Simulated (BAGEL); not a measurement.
# HF/cc-pVDZ (density fitting with qzvpp-jkfit) run of C2H6Al+ (SMILES [CH3][Al+][CH3])

Aim: the vertical singlet–triplet gap of C2H6Al+ at HF/cc-pVDZ (density fitting with qzvpp-jkfit), from 2 runs. 

The calculation is run with BAGEL 1.2.2.

## (1) The system as given

C2H6Al+ has 9 atoms, charge +1, and is taken as a singlet. SMILES: `[CH3][Al+][CH3]`. The shape comes from GFN2-xTB, which is rough for such elements, and wasn't checked as a minimum.

Bond lengths: C1–Al2 1.961 Å, Al2–C3 1.961 Å, C1–H4 1.102 Å, C1–H5 1.102 Å, C1–H6 1.102 Å, C3–H7 1.102 Å, C3–H8 1.102 Å, C3–H9 1.102 Å. Some angles: C1–Al2–C3 179.7°, Al2–C1–H4 111.4°, Al2–C1–H5 111.0°, Al2–C1–H6 111.6°, Al2–C3–H7 111.0°, Al2–C3–H8 111.6°, Al2–C3–H9 111.2°, H4–C1–H5 107.5°, H4–C1–H6 107.6°, H5–C1–H6 107.6°.

## (2) The energy at HF/cc-pVDZ (density fitting with qzvpp-jkfit)

input.json reads:

```json
{ "bagel": [

{
  "title": "molecule",
  "basis": "cc-pvdz.json",
  "df_basis": "qzvpp-jkfit",
  "angstrom": true,
  "geometry": [
    { "atom": "C", "xyz": [   -0.941550,    1.347850,   -1.068930 ] },
    { "atom": "Al", "xyz": [   -0.004230,    0.001760,    0.006320 ] },
    { "atom": "C", "xyz": [    0.939420,   -1.347420,    1.071890 ] },
    { "atom": "H", "xyz": [   -1.889880,    0.953690,   -1.469360 ] },
    { "atom": "H", "xyz": [   -0.326200,    1.667250,   -1.925790 ] },
    { "atom": "H", "xyz": [   -1.178490,    2.246590,   -0.476510 ] },
    { "atom": "H", "xyz": [    1.248000,   -2.200620,    0.446120 ] },
    { "atom": "H", "xyz": [    0.304980,   -1.741360,    1.882450 ] },
    { "atom": "H", "xyz": [    1.847950,   -0.927740,    1.533820 ] }
  ]
},
{
  "title": "hf",
  "charge": 1
},
{
  "title": "print",
  "file": "orbitals.molden",
  "orbitals": true
}

]}
```

The basis set cc-pVDZ is read from a file made from the Basis Set Exchange's data (not shown).

The run is started by

```console
BAGEL_NUM_THREADS=1 BAGEL input.json > input.out
```

The program printed:

```text
* using 1 threads per process

  ===============================================================
  ===============================================================

  *** Geometry ***

  { "atom" : "C", "xyz" : [     -1.779272,      2.547067,     -2.019985 ] },
  { "atom" : "Al", "xyz" : [     -0.007994,      0.003326,      0.011943 ] },
  { "atom" : "C", "xyz" : [      1.775247,     -2.546255,      2.025579 ] },
  { "atom" : "H", "xyz" : [     -3.571356,      1.802213,     -2.776688 ] },
  { "atom" : "H", "xyz" : [     -0.616429,      3.150646,     -3.639216 ] },
  { "atom" : "H", "xyz" : [     -2.227023,      4.245440,     -0.900473 ] },
  { "atom" : "H", "xyz" : [      2.358378,     -4.158569,      0.843045 ] },
  { "atom" : "H", "xyz" : [      0.576329,     -3.290693,      3.557315 ] },
  { "atom" : "H", "xyz" : [      3.492119,     -1.753175,      2.898500 ] },

  Number of auxiliary basis functions:      386

  Since a DF basis is specified, we compute 2- and 3-index integrals:
    o Being stored without compression. Storage requirement is 0.018 GB

  Number of basis functions:       76
  Number of electrons      :       31

    * METHOD: MOLECULE                             0.23

  *** RHF ***

  === Nuclear Repulsion ===
    87.2971896530

      * DIIS with orbital gradients will be used.

  === RHF iteration (cc-pvdz.json) ===
      0       -320.77129979          0.01505588           0.04
      1       -320.88772318          0.00683883           0.04
      2       -320.90723627          0.00131361           0.05
      3       -320.90844679          0.00014282           0.04
      4       -320.90846049          0.00003409           0.04
      5       -320.90846179          0.00000963           0.04
      6       -320.90846185          0.00000239           0.04
      7       -320.90846186          0.00000031           0.04
      8       -320.90846186          0.00000006           0.04
      9       -320.90846186          0.00000001           0.04
    * SCF iteration converged.

    * Permanent dipole moment:
           (    0.001383,    -0.001321,    -0.003252) a.u.

    * METHOD: HF                                   0.60

    * METHOD: PRINT                                0.03

  ===============================================================
```

It took 1 s on 1 thread of Arm Neoverse N1, shared host; peak memory 0.087 GiB.

## (3) The triplet at the same level

job.json reads:

```json
{ "bagel" : [

{
  "title" : "molecule",
  "basis" : "cc-pvdz.json",
  "df_basis" : "qzvpp-jkfit",
  "angstrom" : true,
  "geometry" : [
    { "atom" : "C", "xyz" : [      -0.941550,       1.347850,      -1.068930 ] },
    { "atom" : "Al", "xyz" : [      -0.004230,       0.001760,       0.006320 ] },
    { "atom" : "C", "xyz" : [       0.939420,      -1.347420,       1.071890 ] },
    { "atom" : "H", "xyz" : [      -1.889880,       0.953690,      -1.469360 ] },
    { "atom" : "H", "xyz" : [      -0.326200,       1.667250,      -1.925790 ] },
    { "atom" : "H", "xyz" : [      -1.178490,       2.246590,      -0.476510 ] },
    { "atom" : "H", "xyz" : [       1.248000,      -2.200620,       0.446120 ] },
    { "atom" : "H", "xyz" : [       0.304980,      -1.741360,       1.882450 ] },
    { "atom" : "H", "xyz" : [       1.847950,      -0.927740,       1.533820 ] }
  ]
},

{
  "title" : "uhf",
  "charge" : 1,
  "nopen" : 2
},

{
  "title" : "print",
  "file" : "orbitals.molden",
  "orbitals" : true
}

]}
```

The basis set cc-pVDZ is read from a file made from the Basis Set Exchange's data (not shown).

The run is started by

```console
BAGEL_NUM_THREADS=1 BAGEL job.json > job.out
```

The program printed:

```text
* using 1 threads per process

  ===============================================================
  ===============================================================

  *** Geometry ***

  { "atom" : "C", "xyz" : [     -1.779272,      2.547067,     -2.019985 ] },
  { "atom" : "Al", "xyz" : [     -0.007994,      0.003326,      0.011943 ] },
  { "atom" : "C", "xyz" : [      1.775247,     -2.546255,      2.025579 ] },
  { "atom" : "H", "xyz" : [     -3.571356,      1.802213,     -2.776688 ] },
  { "atom" : "H", "xyz" : [     -0.616429,      3.150646,     -3.639216 ] },
  { "atom" : "H", "xyz" : [     -2.227023,      4.245440,     -0.900473 ] },
  { "atom" : "H", "xyz" : [      2.358378,     -4.158569,      0.843045 ] },
  { "atom" : "H", "xyz" : [      0.576329,     -3.290693,      3.557315 ] },
  { "atom" : "H", "xyz" : [      3.492119,     -1.753175,      2.898500 ] },

  Number of auxiliary basis functions:      386

  Since a DF basis is specified, we compute 2- and 3-index integrals:
    o Being stored without compression. Storage requirement is 0.018 GB

  Number of basis functions:       76
  Number of electrons      :       31

    * METHOD: MOLECULE                             0.23

  *** Open-shell HF ***

  === Nuclear Repulsion ===
    87.2971896530

      * DIIS with orbital gradients will be used.

  === UHF iteration (cc-pvdz.json) ===
      0       -320.59207092          0.02313695           0.09
      1       -320.69957332          0.00967199           0.09
      2       -320.71427789          0.00376825           0.09
      3       -320.71681941          0.00135865           0.09
      4       -320.71768530          0.00032981           0.09
      5       -320.71777176          0.00010284           0.09
      6       -320.71779388          0.00003452           0.09
      7       -320.71779980          0.00002937           0.09
      8       -320.71780346          0.00003016           0.09
      9       -320.71780120          0.00002845           0.09
     10       -320.71779089          0.00001832           0.09
     11       -320.71778844          0.00000673           0.09
     12       -320.71778840          0.00000194           0.09
     13       -320.71778841          0.00000071           0.09
     14       -320.71778841          0.00000035           0.09
     15       -320.71778841          0.00000024           0.09
     16       -320.71778841          0.00000016           0.09
     17       -320.71778841          0.00000013           0.09
     18       -320.71778841          0.00000008           0.09
     19       -320.71778841          0.00000004           0.09
     20       -320.71778841          0.00000004           0.09
     21       -320.71778841          0.00000004           0.09
     22       -320.71778841          0.00000004           0.09
     23       -320.71778841          0.00000003           0.09
     24       -320.71778841          0.00000003           0.09
     25       -320.71778841          0.00000003           0.09
     26       -320.71778841          0.00000002           0.09
     27       -320.71778841          0.00000002           0.09
     28       -320.71778841          0.00000002           0.09
     29       -320.71778841          0.00000002           0.09
     30       -320.71778841          0.00000002           0.10
     31       -320.71778841          0.00000002           0.10
     32       -320.71778841          0.00000002           0.10
     33       -320.71778841          0.00000002           0.10
     34       -320.71778841          0.00000002           0.09
     35       -320.71778841          0.00000001           0.09
     36       -320.71778841          0.00000001           0.09
    * SCF iteration converged.

    * S^2 (UHF) is 2.0160

    * Permanent dipole moment:
           (    0.004102,    -0.005233,    -0.013251) a.u.

    * METHOD: UHF                                  3.47

    * METHOD: PRINT                                0.03

  ===============================================================
```

Wall time 3.9 s (1 thread of Arm Neoverse N1, shared host); peak memory 0.088 GiB.

## (4) Results

At HF/cc-pVDZ (density fitting with qzvpp-jkfit):

| quantity | value |
| --- | --- |
| singlet: total energy | -320.90846 Eh |
| singlet: HOMO energy | -16.82 eV |
| singlet: LUMO energy | -3.73 eV |
| singlet: HOMO–LUMO gap | 13.09 eV |
| triplet: total energy | -320.71779 Eh |
| triplet: ⟨S²⟩ | 2.016 |
| vertical energy of the triplet above the singlet | 5.188 eV |

At this shape the triplet lies 5.19 eV (501 kJ/mol) above the singlet.
